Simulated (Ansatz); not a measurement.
Input and command of a calculation in Ansatz (plane waves; scalar-relativistic PAW potentials unless the input names others):

```yaml
crystal:
  lattice:
    - [6.0136211975, 0.0, 0.0]
    - [0.0, 6.0136211975, 0.0]
    - [0.0, 0.0, 6.0136211975]
  atoms:
    - { symbol: Sc, position: [0.3000454438, 0.3000454438, 0.3000454438] }
    - { symbol: Sc, position: [0.3000454438, 0.6999545562, 0.6999545562] }
    - { symbol: Sc, position: [0.6999545562, 0.6999545562, 0.3000454438] }
    - { symbol: Sc, position: [0.6999545562, 0.3000454438, 0.6999545562] }
    - { symbol: Sn, position: [0.5, 0.0, 0.0] }
    - { symbol: Sn, position: [0.0, 0.5, 0.0] }
    - { symbol: Sn, position: [0.0, 0.0, 0.5] }
    - { symbol: Rh, position: [0.0, 0.0, 0.0] }
basis:
  ecutwfc: 420
kpoints:
  mp_grid: { grid: [6, 6, 6] }
hamiltonian:
  xc: pbe
  hubbard: { sites: [{ species: Sc, l: f, u_eff: 30.0 }] }
scf:
  occupations: { method: gaussian, width: 0.1 }
  max_iter: 75
output:
  forces: true
  eigenvalues: true
  stress: true
```

```bash
ansatz run input.yaml --threads 1 --pin off --max-ram 2560MiB --backend cpu --events-out ev --progress --plain --runs-dir out
```

What is wrong with this input?

The program refuses it, because of a U on a shell that isn't there (hamiltonian.hubbard: not typed → {"sites": [{"species": "Sc", "l": "f", "u_eff": 30.0}]}). Without that key it is accepted.

Abridged log:
```
Error: inconsistent input (hamiltonian.hubbard.sites[].l, hamiltonian.hubbard.sites[].shell): the file of Sc doesn't list 4f, and it can't be added: PBE doesn't bind the shell 4f of the free atom, whose level lies at +1.03 eV. Type an atom or ion with it (hamiltonian.pseudopotentials.projection_atoms), take another file or name another shell
```